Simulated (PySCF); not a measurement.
# One shape, several levels: CH2ClF (chlorofluoromethane)

Wanted: a comparison of 6 runs (B2PLYP/STO-6G, M06-2X/STO-6G, wB97X-V/STO-6G, BCCD(T)/STO-6G, NEVPT2(2,2)/STO-6G, QCISD(T)/STO-6G) of CH2ClF (chlorofluoromethane). Input form: a Python script.

Program for the calculation: PySCF 2.14.0.

5 further runs of the same task are left out: 5 set aside as unsound or not needed.

### Step 1. The system as given

CH2ClF has 5 atoms, charge 0, and is taken as a singlet. SMILES: `FCCl`. The shape is that of a PBE0-D4/def2-TZVP optimisation.

Bond lengths: F1–C2 1.355 Å, C2–Cl3 1.766 Å, C2–H4 1.089 Å, C2–H5 1.089 Å. Angles: F1–C2–Cl3 110.5°, F1–C2–H4 109.3°, F1–C2–H5 109.3°, Cl3–C2–H4 107.8°, Cl3–C2–H5 107.8°, H4–C2–H5 112.3°.

### Step 2. The energy at B2PLYP/STO-6G (run 1)

run.py reads:

```python
from pyscf import gto, dft, mp

molecule = gto.M(
    atom='''
F     -0.970450     0.560520     0.766500
C      0.083560     0.089320     0.058070
Cl    -0.422970    -1.232890    -0.998060
H      0.832130    -0.302600     0.745580
H      0.477720     0.885670    -0.572080
''',
    max_memory=1860,
    basis='sto-6g',
    charge=0,
    spin=0,
    verbose=3,
)

mf = dft.RKS(molecule)
mf.xc = '0.53*HF + 0.47*B88, 0.73*LYP'
mf.conv_tol = 1e-10
mf.grids.level = 5
mf.kernel()
if not mf.converged:
    mf = mf.newton().run(mf.mo_coeff, mf.mo_occ)

pt = mp.MP2(mf, frozen=7).run()
e_final = mf.e_tot + 0.27 * pt.e_corr
print('PT2 part  %.8f' % (0.27 * pt.e_corr))
print('E = %.10f Eh' % e_final)
```

The run is started by

```bash
OMP_NUM_THREADS=1 python run.py
```

Output:

```text
converged SCF energy = -596.756937425959
E(RMP2) = -596.859689381656  E_corr = -0.102751955696872
E(SCS-RMP2) = -596.86880705533  E_corr = -0.111869629370924
PT2 part  -0.02774303
E = -596.7846804540 Eh
```

It took 3.6 s on 1 thread of Arm Neoverse V2, shared host; peak memory 0.2 GiB.

### Step 3. A single-point energy at M06-2X/STO-6G (run 2)

input.xyz reads:

```xyz
5
CH2ClF
F     -0.970450     0.560520     0.766500
C      0.083560     0.089320     0.058070
Cl    -0.422970    -1.232890    -0.998060
H      0.832130    -0.302600     0.745580
H      0.477720     0.885670    -0.572080
```

run.py reads:

```python
# FCCl
from pyscf import gto, dft

molecule = gto.Mole()
molecule.atom = 'input.xyz'
molecule.basis = 'sto-6g'
molecule.verbose = 3
molecule.max_memory = 1860
molecule.build()

mf = dft.RKS(molecule)
mf.xc = 'm06-2x'
mf.conv_tol = 1e-10
mf.grids.level = 5
mf.kernel()
if not mf.converged:
    mf = mf.newton().run(mf.mo_coeff, mf.mo_occ)

e_final = mf.e_tot
print('E = %.10f Eh' % e_final)
```

The run is started by

```bash
OMP_NUM_THREADS=1 python run.py
```

Output:

```text
converged SCF energy = -597.069460958522
E = -597.0694609585 Eh
```

It took 4.5 s on 1 thread of Arm Neoverse V2, shared host; peak memory 0.21 GiB.

### Step 4. A single-point energy at wB97X-V/STO-6G (run 3)

calc.py reads:

```python
# FCCl
from pyscf import gto, dft

mol = gto.M(
    atom=[
    ('F', (-0.970450, 0.560520, 0.766500)),
    ('C', (0.083560, 0.089320, 0.058070)),
    ('Cl', (-0.422970, -1.232890, -0.998060)),
    ('H', (0.832130, -0.302600, 0.745580)),
    ('H', (0.477720, 0.885670, -0.572080)),
],
    basis='sto-6g',
    charge=0,
    verbose=4,
    max_memory=1860,
)

calc0 = dft.RKS(mol, xc='wb97x-v')
calc0.grids.level = 5
calc0.conv_tol = 1e-10
calc0.nlcgrids.level = 1
calc0.kernel()
if not calc0.converged:
    calc0 = calc0.newton().run(calc0.mo_coeff, calc0.mo_occ)

e_final = calc0.e_tot
print('E = %.10f Eh' % e_final)
```

The run is started by

```bash
OMP_NUM_THREADS=1 python calc.py
```

Output:

```text
PySCF version 2.14.0

[... 82 lines left out ...]
converged SCF energy = -597.061547286346
E = -597.0615472863 Eh
```

It took 20 s on 1 thread of Arm Neoverse V2, shared host; peak memory 0.2 GiB.

Runs 4 to 5 aren't shown in full; the table further down has their settings and results.

### Step 5. A single-point energy at QCISD(T)/STO-6G (run 6)

input.py reads:

```python
from pyscf import gto, cc

mol = gto.M(
    atom='''
F   -0.970450   0.560520   0.766500
C    0.083560   0.089320   0.058070
Cl  -0.422970  -1.232890  -0.998060
H    0.832130  -0.302600   0.745580
H    0.477720   0.885670  -0.572080
''',
    basis='sto-6g',
    charge=0,
    verbose=3,
    max_memory=1860,
)

mf = mol.RHF()
mf.conv_tol = 1e-10
mf.kernel()
if not mf.converged:
    mf = mf.newton().run(mf.mo_coeff, mf.mo_occ)

mycc = cc.QCISD(mf, frozen=7)
mycc.kernel()
e_t = mycc.qcisd_t()
etot = mycc.e_tot + e_t
print('Final energy', etot)
```

The run is started by

```bash
OMP_NUM_THREADS=1 python input.py
```

Output:

```text
converged SCF energy = -595.87836209683
E(QCISD) = -595.9803035229625  E_corr = -0.1019414261322164
QCISD(T) correction = -0.00138024404442086
Final energy -595.9816837670069
```

It took 0.88 s on 1 thread of Arm Neoverse V2, shared host; peak memory 0.12 GiB.

### Step 6. The series

```tsv
run	level	frozen core orbitals	nlc grid	energy (Eh)	dipole moment (D) of the reference	HOMO energy (eV)	LUMO energy (eV)	wall time
1	B2PLYP/STO-6G	7	–	-596.784680	2.01	-8.27	6.21	3.6 s
2	M06-2X/STO-6G	–	–	-597.069461	2.04	-8.25	5.37	4.5 s
3	wB97X-V/STO-6G	–	1	-597.061547	2.04	-9.10	6.88	20 s
4	BCCD(T)/STO-6G	7	–	-595.981420	–	–	–	0.98 s
5	NEVPT2(2,2)/STO-6G	–	–	-595.961711	2.09	-10.77	9.66	1 s
6	QCISD(T)/STO-6G	7	–	-595.981684	2.09	-10.77	9.66	0.88 s
```

### Step 7. Outcome

```
                                          quantity          value
                               run 6: total energy  -595.98168 Eh
       run 6: dipole moment (Hartree–Fock density)         2.09 D
        run 6: HOMO energy (Hartree–Fock orbitals)      -10.77 eV
        run 6: LUMO energy (Hartree–Fock orbitals)        9.66 eV
      run 6: HOMO–LUMO gap (Hartree–Fock orbitals)       20.43 eV
run 6: correlation energy (7 core orbitals frozen)     -103.3 mEh
                             run 6: (T) correction      -1.38 mEh
                              run 6: T1 diagnostic          0.008
```

Over runs 1, 2, 3 the dipole moment (its size) runs from 2.01 D (B2PLYP/STO-6G) to 2.04 D (M06-2X/STO-6G). A double hybrid's value is that of its SCF part. Over runs 1, 2, 3 the HOMO–LUMO gap runs from 13.61 eV (M06-2X/STO-6G) to 15.98 eV (wB97X-V/STO-6G). Totals of different functionals can't be ranked against each other. In runs 1, 2, 3, 4, 5, 6 the basis is minimal, so the values are rough. All runs together took 31 s, the longest 20 s.
